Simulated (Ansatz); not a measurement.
A made-up structure of C₂H₃O, doublet:

| atom | x (Å) | y (Å) | z (Å) |
| --- | --- | --- | --- |
| C1 | -0.1186 | 0.2941 | -0.1991 |
| C2 | -0.1936 | -0.8156 | 0.3990 |
| O3 | 0.6904 | -1.1502 | 0.8524 |
| H4 | -0.9109 | 0.8600 | 0.3540 |
| H5 | 0.9272 | 0.8415 | -0.1674 |
| H6 | -0.3945 | -0.0298 | -1.2389 |

It is relaxed with PBE-D4/def2-SVP and then PBE0-D4/def2-TZVP (Ansatz 0.2.0). Atoms count as bonded within 1.22 times the sum of their covalent radii (H–H: 0.88 Å). The end point is not checked to be a true minimum.

(1) Does its bonding change? (Judge from chemistry; the calculation decides.)

Answers

(1) The calculation gives: No: no bond forms or breaks.

Where it ends: The first stage lowers the energy by 3.73 eV in 7 steps. It ends as C₂H₃O ([CH3][C][O]):
| atom | x (Å) | y (Å) | z (Å) |
| --- | --- | --- | --- |
| C1 | -0.1510 | 0.3599 | -0.2475 |
| C2 | -0.0922 | -0.9394 | 0.4936 |
| O3 | 0.8137 | -1.4350 | 1.0551 |
| H4 | -0.9299 | 0.9802 | 0.2001 |
| H5 | 0.8129 | 0.8764 | -0.2245 |
| H6 | -0.4535 | 0.1581 | -1.2769 |

Labels in which every atom is bracketed show which atoms are joined, not bond orders.

For scale, one of the runs: PBE0-D4/def2-TZVP relaxation, 111 basis functions, launched by `ansatz run in.yaml --threads 2 --pin off --events-out ev --progress --plain --max-ram 4352MiB`. The run took about 9.5 s on 2 CPU threads of an Arm Neoverse V2 (shared host).
